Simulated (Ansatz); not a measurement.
# How the width of the whole s-p valence band of diamond-structure Ge moves with the method

No measured value is used here.

```tsv
level (code)	value (eV)	cell (Å³/atom)
PBE (Ansatz)	12.77	22.64
PBE-D4 (Ansatz)	12.63	23.08
r²SCAN-D4 (Ansatz)	13.31	22.62
HSE06 (Ansatz)	14.06	22.64
Hartree–Fock (Ansatz)	17.93	22.64
```

Widths are read from band energies on the run's k points.  Values are at the measured cell; PBE-D4 at the level's own equilibrium cell; r²SCAN-D4 at the level's own equilibrium cell. Cutoffs and k meshes differ between the levels. Ansatz's density-functional and Hartree–Fock values are scalar-relativistic unless marked +SOC, with PAW data made under PBE.

Ansatz is an electronic-structure program.
